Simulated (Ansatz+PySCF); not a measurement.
**singlet C₂H₂: levels of theory in one basis**

```yaml
atoms:
  - { symbol: C, position_ang: [-0.0467, -0.0164, -0.4852] }
  - { symbol: C, position_ang: [-0.0416, -0.0157, 0.7991] }
  - { symbol: H, position_ang: [-0.0485, -0.9506, -1.0196] }
  - { symbol: H, position_ang: [-0.0062, 0.9891, -1.0037] }
```

Basis set: def2-SVP (spherical functions). Frozen core: 2 orbitals. Charge 0, multiplicity 1.

Computed with Ansatz (development build ahead of 0.2.0); each method stands on the lowest determinant of its kind that the runs found. NEVPT2 correlates all electrons. Active spaces start from the frontier orbitals, and the lowest solution found is given.

```
        method  E − E(RHF) (eV)  <S²> of the determinant
           RHF             0.00                     0.00
           UHF            -0.02                     0.17
       RHF-MP2            -6.26                        –
      RHF-CCSD            -7.07                        –
      UHF-CCSD            -7.07                     0.17
   RHF-CCSD(T)            -7.33                        –
   UHF-CCSD(T)            -7.33                     0.17
   CASSCF(4,4)            -1.38                        –
SC-NEVPT2(4,4)            -6.28                        –
```

(1) What does UHF-MP2 give on the same scale?

(2) Is a single determinant a sound starting point here?

## Answers

(1) -6.16 eV.

(2) Only with care. Unrestricted orbitals gain 0.02 eV and <S²> is 0.17 against 0.00 for a pure state, so spin symmetry breaks but gains little energy; restricted orbitals can still serve. The CASSCF(4,4) natural occupations are 1.99, 1.94, 0.06, 0.01.

Caution for UHF, UHF-MP2, UHF-CCSD, UHF-CCSD(T): the unrestricted determinant is spin contaminated. Caution for UHF-MP2: another reference gives a lower total. Caution for CASSCF(4,4), SC-NEVPT2(4,4): other starts end on other solutions of this active space.
